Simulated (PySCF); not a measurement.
Mayer bond orders and bond lengths

Compound: s-BuOMe, C₅H₁₂O.
Atom-mapped SMILES: `[CH3:1][CH2:2][C@H:3]([CH3:4])[O:5][CH3:6]` (hydrogens: H7, H8, H9 on C1; H10, H11 on C2; H12 on C3; H13, H14, H15 on C4; H16, H17, H18 on C6)

Structure used (PBE0-D3(BJ)/def2-SVP), in Å, numbered top down from 1:
```
atom  x, y, z in Å
C1    -2.0001   -0.6727    0.8222
C2    -1.3829    0.0482   -0.3633
C3     0.0894    0.3781   -0.1687
C4     0.6639    1.1545   -1.3446
O5     0.7637   -0.8441    0.0298
C6     2.0130   -0.7455    0.6346
H7    -3.0561   -0.9212    0.6380
H8    -1.9565   -0.0539    1.7333
H9    -1.4557   -1.6058    1.0253
H10   -1.9239    0.9860   -0.5726
H11   -1.4703   -0.5737   -1.2712
H12    0.1911    0.9944    0.7522
H13    0.5679    0.5644   -2.2692
H14    0.1291    2.1063   -1.4812
H15    1.7283    1.3912   -1.1987
H16    2.3892   -1.7663    0.7932
H17    1.9568   -0.2375    1.6184
H18    2.7532   -0.2024    0.0159
```

Bond orders from the PBE0/pcSseg-1 density (PySCF). Geometry: PBE0-D3(BJ)/def2-SVP, one conformer, isolated molecule.

How far do the computed orders between heavy atoms stray from the drawn ones?

The largest departure is 0.107, at C3–O5 (drawn single, 0.893).

Give the Mayer order of every bond, beside its length.

```csv
bond,drawn as,length (Å),Mayer order
C1–C2,single,1.519,1.062
C2–C3,single,1.521,1.009
C3–C4,single,1.522,1.042
C3–O5,single,1.410,0.893
O5–C6,single,1.392,0.949
C1–H7,single,1.100,0.967
C1–H8,single,1.102,0.966
C1–H9,single,1.099,0.960
C2–H10,single,1.103,0.949
C2–H11,single,1.104,0.944
C3–H12,single,1.113,0.929
C4–H13,single,1.101,0.958
C4–H14,single,1.100,0.959
C4–H15,single,1.100,0.957
C6–H16,single,1.099,0.974
C6–H17,single,1.109,0.956
C6–H18,single,1.107,0.955
```

Bonds between the same two heavy elements. C–C: lowest C2–C3 (1.009, 1.521 Å), highest C1–C2 (1.062, 1.519 Å). C–O: lowest C3–O5 (0.893, 1.410 Å), highest O5–C6 (0.949, 1.392 Å).

Sum the orders of all bonds at each heavy atom with more than one neighbour and set the sums beside the valence in the SMILES.

C1 3.955 (drawn 4), C2 3.964 (drawn 4), C3 3.873 (drawn 4), C4 3.916 (drawn 4), O5 1.842 (drawn 2), C6 3.834 (drawn 4). Orders between atoms that aren't bonded are not in these sums.

For a closed shell the Mayer order of atoms A and B is Σ (PS)μν (PS)νμ over the basis functions μ on A and ν on B, with P the density and S the overlap matrix.
